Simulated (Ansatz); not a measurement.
**[GeH3···H···SiH3], doublet: transfer scan**

Starting geometry:

```
atom    x (Å)    y (Å)    z (Å)
  Ge  -0.9917   0.0000   0.0000
   H  -1.5031   1.4466   0.0000
   H  -1.5031  -0.7233   1.2528
   H  -1.5031  -0.7233  -1.2528
   H   0.5427   0.0000   0.0000
  Si   2.4003   0.0000   0.0000
   H   2.8503  -1.4163   0.0000
   H   2.8503   0.7081  -1.2265
   H   2.8503   0.7081   1.2265
```

From there H5 is moved from one fragment to the other while all else, the fragments' distance too, stays fixed; atoms are numbered as listed. Energies are in kcal/mol, counted from the starting geometry at the same level.

Basis cc-pVDZ; Ansatz 0.2.0. Only valence electrons are correlated (noble-gas cores and the filled d shells of p-block atoms frozen). R marks a restricted (for open shells ROHF) determinant, U an unrestricted one. No spin–orbit coupling is included, and no scalar relativity.

Full CI isn't at hand for all of this; UCCSDT(Q) serves as the reference, and is uncertain by about the last step of the cluster series. The frozen core follows each run's orbitals, which can shift R against U totals by a few meV for light atoms and by up to 0.1 eV past Ca.

```json
{"distance Ge1-H5 (Å)": "1.534", "RHF": "0.0"}
{"distance Ge1-H5 (Å)": "1.594", "RHF": "-0.1"}
{"distance Ge1-H5 (Å)": "1.713", "RHF": "-0.6"}
{"distance Ge1-H5 (Å)": "1.833", "RHF": "-3.1"}
{"distance Ge1-H5 (Å)": "1.952", "RHF": "-4.3"}
```

Problem. Estimate the UCCSDT(Q) curve in cc-pVDZ from this one, knowing how RHF errs.

Solution. The computed UCCSDT(Q) values, in kcal/mol from the starting point, and the error of RHF against them:
```json
{"distance Ge1-H5 (Å)": "1.534", "UCCSDT(Q)": "0.0", "RHF less UCCSDT(Q)": "0.0"}
{"distance Ge1-H5 (Å)": "1.594", "UCCSDT(Q)": "-1.0", "RHF less UCCSDT(Q)": "1.0"}
{"distance Ge1-H5 (Å)": "1.713", "UCCSDT(Q)": "-2.4", "RHF less UCCSDT(Q)": "1.8"}
{"distance Ge1-H5 (Å)": "1.833", "UCCSDT(Q)": "-3.6", "RHF less UCCSDT(Q)": "0.5"}
{"distance Ge1-H5 (Å)": "1.952", "UCCSDT(Q)": "-2.8", "RHF less UCCSDT(Q)": "-1.5"}
```

The error spans 3.3 kcal/mol and is largest, 1.8 kcal/mol, at 1.713 Å.
